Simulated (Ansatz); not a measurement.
C$_{2}$H$_{5}$NO$_{3}$, SMILES `NC(=O)C(O)O`, relaxed with RKS PBE0-D4/def2-TZVP in the Gaussian-basis code of Ansatz from a PBE-D4/def2-SVP geometry. The force threshold is 0.005 eV/Å; the program also tests the step.

Total charge 0; spin multiplicity 1.

Start:

```xyz
11

N    -0.881   -0.446   -1.324
C    -0.402    0.480   -0.462
O    -0.843    1.624   -0.321
C     0.808    0.011    0.399
O     0.973    0.935    1.415
O     0.612   -1.309    0.871
H    -0.561   -1.411   -1.226
H    -1.713   -0.238   -1.877
H     1.711   -0.064   -0.257
H     0.327    1.651    1.177
H    -0.031   -1.231    1.604
```

| step | energy (eV) | largest force (eV/Å) | largest move (Å) |
| --- | --- | --- | --- |
| 1 | -9780.5615 | 1.213 | 0.000 |
| 2 | -9780.6151 | 0.348 | 0.026 |
| 3 | -9780.6219 | 0.106 | 0.014 |
| 4 | -9780.6227 | 0.104 | 0.016 |
| 5 | -9780.6231 | 0.028 | 0.004 |
| 6 | -9780.6232 | 0.008 | 0.003 |
| 7 | -9780.6232 | 0.023 | 0.003 |
| 8 | -9780.6233 | 0.014 | 0.002 |
| 9 | -9780.6233 | 0.006 | 0.005 |
| 10 | -9780.6233 | 0.028 | 0.006 |
| 11 | -9780.6234 | 0.010 | 0.005 |
| 12 | -9780.6234 | 0.006 | 0.002 |
| 13 (rejected) | -9780.6234 | 0.012 | 0.002 |
| 14 | -9780.6234 | 0.001 | 0.001 |

End:

```xyz
11

N    -0.882   -0.447   -1.322
C    -0.408    0.471   -0.468
O    -0.835    1.605   -0.352
C     0.785    0.008    0.389
O     0.956    0.915    1.412
O     0.601   -1.295    0.870
H    -0.579   -1.402   -1.235
H    -1.686   -0.227   -1.884
H     1.677   -0.048   -0.250
H     0.352    1.651    1.202
H     0.020   -1.230    1.637
```

It took 26 s on 4 threads of a server CPU on a shared host, with 0.6 GiB of host memory at the peak.
